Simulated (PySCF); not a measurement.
## Property card for quinoxaline radical anion (`C1=CC=C2N=CC=NC2=C1`) [SMILES of the parent framework; charge -1 and doublet state]

Quinoxaline radical anion, C8H6N2 (charge -1 and doublet state).
Numbering: `[cH:1]1[cH:2][cH:3][c:4]2[n:5][cH:6][cH:7][n:8][c:9]2[cH:10]1` (hydrogens: H11 on C1; H12 on C2; H13 on C3; H14 on C6; H15 on C7; H16 on C10)

From PBE0-D3(BJ)/def2-SVP geometry optimisation, gas phase (PySCF):

* Point group: C2v
* Rotational constants A, B, C: 3.175, 1.289, 0.917 GHz

**UKS B3LYP, IGLO-III on C N, pcH-1 on H, non-relativistic, mean-field spin-orbit, GIAO (PySCF)**

* Isotropic g value: 2.00333
* Principal g values: 2.00210, 2.00377, 2.00411
* Spin squared ⟨S²⟩: 0.761
* Largest Mulliken spin population: 0.30 on N5/N8
* Largest isotropic hyperfine couplings (means over sets of like nuclei): 13C -15.2 (C4/C9), 14N +12.9 (N5/N8), 1H -10.1 (H13/H16), 13C +9.7 (C3/C10), 1H -8.6 (H14/H15) MHz

Monoisotopic mass of the ion (most abundant isotopes, electron mass counted): 130.0536 u.

The rotational constants make it an asymmetric top with κ = (2B − A − C)/(A − C) = -0.67, nearer the prolate limit (−1). With B = h/(8π²I), that is 505.379 GHz u Å² over I, the principal moments of inertia are 159.2, 392.0 and 551.2 u Å² (most abundant isotopes). ⟨S²⟩ is 0.011 above the pure-spin value S(S + 1) = 0.75. At 9.50 GHz, hν = g·μB·B₀ (B₀ the magnetic field) puts the centre of the isotropic spectrum, to first order, at 338.8 mT. g_iso is shifted by about +1010 ppm from the free-electron value 2.002319; the principal values span 0.0020.

Whether the extra electron is bound in the gas phase wasn't checked; a finite basis holds it in any case. The geometry's basis has no diffuse functions, a weakness for an anion.

For the EPR job (B3LYP), time: 3.1 min of wall time. Hardware: one thread, Arm Neoverse V2, no GPU (shared host).
